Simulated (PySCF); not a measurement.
isobutane (C₄H₁₀), SMILES CC(C)C.

Geometry optimised at B3LYP-D3(BJ)/def2-SVP.

Calculation: ωB97X/def2-TZVP (PySCF).

Symmetry labels are those of the subgroup Cs that the program uses (full group C3v).

**Question.** List the valence orbital energies around the gap with their symmetry. (The exact figures need the calculation; the answer reports its results.)

**Answer.** 
```tsv
orbital	symmetry	energy (eV)
HOMO−7	A'	-14.68
HOMO−6	A"	-14.68
HOMO−5	A"	-13.24
HOMO−4	A'	-13.24
HOMO−3	A"	-12.63
HOMO−2	A"	-11.65
HOMO−1	A'	-11.65
HOMO	A'	-11.43
LUMO	A'	3.06
LUMO+1	A'	4.38
LUMO+2	A"	4.58
LUMO+3	A'	4.58
```
